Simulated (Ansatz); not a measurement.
# BSiH3 (SMILES B[SiH]): methods side by side

BSiH3: 5 atoms, total charge 0, spin state triplet. SMILES: `B[SiH]`. The coordinates come from a GFN2-xTB relaxation.

Each level gives the electronic atomisation energy (eV). The values are calculated. Electronic energies at fixed atoms, without zero-point motion or spin-orbit coupling.

```csv
level,kind,program,value (eV),less FCI/STO-3G,CPU time (all runs)
U-r2SCAN/STO-3G,meta-GGA,Ansatz,19.59,+2.92,7.6 s
U-r2SCAN0/STO-3G,hybrid meta-GGA,Ansatz,19.26,+2.59,7 s
U-wB97M-V/STO-3G,range-separated hybrid,Ansatz,19.48,+2.81,25 s
UCAM-B3LYP/STO-3G,range-separated hybrid,Ansatz,19.31,+2.64,2.8 s
UB2PLYP/STO-3G,double hybrid,Ansatz,18.31,+1.64,2.5 s
UCCSD/STO-3G,coupled cluster or CI,Ansatz,16.62,-0.05,0.38 s
UCCSDT/STO-3G,coupled cluster or CI,Ansatz,16.66,-0.01,1.2 s
UCCSDTQ/STO-3G,coupled cluster or CI,Ansatz,16.66,-0.01,16 s
FCI/STO-3G,exact in the basis,Ansatz,16.67,0.00,1.4 s
```

FCI/STO-3G is exact within its basis and frozen core, so for wave-function methods in that basis the difference is their error; functionals converge differently with the basis, so for them it is only a difference. The values span 16.62 to 19.59 eV. All rows use very small basis sets, so none should be taken for the real molecule's value. Times are those of the runs behind each value, whatever else they computed, on shared processors of several kinds: orders of magnitude only.
